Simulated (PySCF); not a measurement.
The first ionisation energy along the third row

All values are computed (PySCF 2.14, energy differences of UHF-based or UKS calculations, no spin-orbit coupling). Values in eV. The last column holds reference values (NIST; (s) semi-empirical, (t) theoretical, else measured). Unmarked ones compare directly (S terms, centres of terms, or small fine structure); those marked * lie between the lowest fine-structure levels and include a spin-orbit shift.

```
                        element               configurations     UHF  MP2 (valence)  SCS-MP2 (valence)  CCSD (valence)  CCSD(T) (valence)  reference
Mg (x2c-TZVPall, spin-free X2C)          [Ne] 3s2 → [Ne] 3s1   6.621          7.211              7.329           7.510              7.510      7.646
Al (x2c-TZVPall, spin-free X2C)      [Ne] 3s2 3p1 → [Ne] 3s2   5.587          5.799              5.784           5.891              5.921      5.977
Si (x2c-TZVPall, spin-free X2C)  [Ne] 3s2 3p2 → [Ne] 3s2 3p1   7.630          8.026              7.942           8.057              8.094      8.157
 S (x2c-TZVPall, spin-free X2C)  [Ne] 3s2 3p4 → [Ne] 3s2 3p3   9.221          9.945             10.019          10.049             10.080     10.336
Cl (x2c-TZVPall, spin-free X2C)  [Ne] 3s2 3p5 → [Ne] 3s2 3p4  11.760         12.698             12.694          12.659             12.696     12.974
Ar (x2c-TZVPall, spin-free X2C)          [Ar] → [Ne] 3s2 3p5  14.557         15.667             15.563          15.484             15.524     15.819
```

**Question.** Fill in the row of P (x2c-TZVPall, spin-free X2C) ([Ne] 3s2 3p3 → [Ne] 3s2 3p2).

**Answer.** UHF 9.900; MP2 (valence) 10.463; SCS-MP2 (valence) 10.292; CCSD (valence) 10.402; CCSD(T) (valence) 10.443; reference 10.526 (eV).

"Valence" correlates the outer s and p shells and, in groups 3 to 12 and the f block, the outer d or f shell, open or full, or the next shell where the ion has no valence electron left; the wider scheme adds the next inner shell.
